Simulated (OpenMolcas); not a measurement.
## SO3 (SMILES O=S(=O)=O): the vertical electron affinity from total energies

The species is SO3 (4 atoms), meant as a singlet with charge 0. SMILES: `O=S(=O)=O`. Geometry: relaxed at PBE0-D4/def2-TZVP.

Both states at this one shape; open shells run unrestricted unless said. 1 Eh = 27.2114 eV.

```
          level     program  singlet SO3 (Eh)  doublet [SO3]− (Eh)
M06-L/6-311+G**  OpenMolcas       -623.826400          -623.826078
B3LYP/6-311+G**  OpenMolcas       -623.853805          -623.879493
```

Q: Work out the vertical electron affinity, E(N) − E(N+1), at each level.

A: 
1. M06-L/6-311+G**: -623.826400 − (-623.826078) = -0.000322 Eh = -0.01 eV.
2. B3LYP/6-311+G**: -623.853805 − (-623.879493) = 0.025688 Eh = 0.70 eV.

No measured value is set beside it here; the levels span -0.01 to 0.70 eV. A negative affinity means an unbound electron, and its size is set by the basis.
